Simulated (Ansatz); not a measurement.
Input file:

```yaml
crystal:
  periodic: [false, false, false]
  atoms:
    - {symbol: Cl, position_ang: [0.000000, 0.000000, -1.578000]}
    - {symbol: H, position_ang: [0.000000, 0.000000, -0.001000]}
    - {symbol: Br, position_ang: [0.000000, 0.000000, 1.579000]}
basis:
  gaussian: {orbitals: cc-pVDZ}
magnetization: {spin_polarized: true, initial_magnetization: 1}
hamiltonian: {xc: hf}
accuracy: high
output: {orbitals: {seedname: orbitals}}
```

```sh
$ ansatz run in.yaml --threads 1 --pin off --events-out ev --progress --plain --max-ram 2393MiB
```

Output:

```
937 factors; integrals over basis functions are off by at most 4.6e-9 eV
mean field evaluation 1: about -82515.3082 eV, gradient 8.7e0 eV
mean field evaluation 2: about -82515.3120 eV, gradient 8.7e0 eV
mean field evaluation 4: about -82516.0925 eV, gradient 1.6e0 eV
mean field evaluation 8: about -82516.1504 eV, gradient 2.9e-3 eV
mean field evaluation 16: about -82515.7636 eV, gradient 1.9e0 eV
mean field evaluation 32: about -82515.1837 eV, gradient 5.3e0 eV
mean field evaluation 64: about -82515.4772 eV, gradient 1.0e0 eV
mean field -82516.15043832 eV, -3032.4125971528 hartree, gradient 2.9e-8 eV, S^2 0.805730; 3 other end points of the search recorded, 0 dependent functions left out
reference -82516.15043832 eV, -3032.4125971528 hartree; 27, 26 occupied and 23, 24 virtual orbitals, 937 factors
Total energy: -82516.15043832 eV, -3032.4125971528 hartree
```

Ran on 1 thread of Arm Neoverse V1, shared host: 2.9 s wall, 0.17 GiB peak host memory.
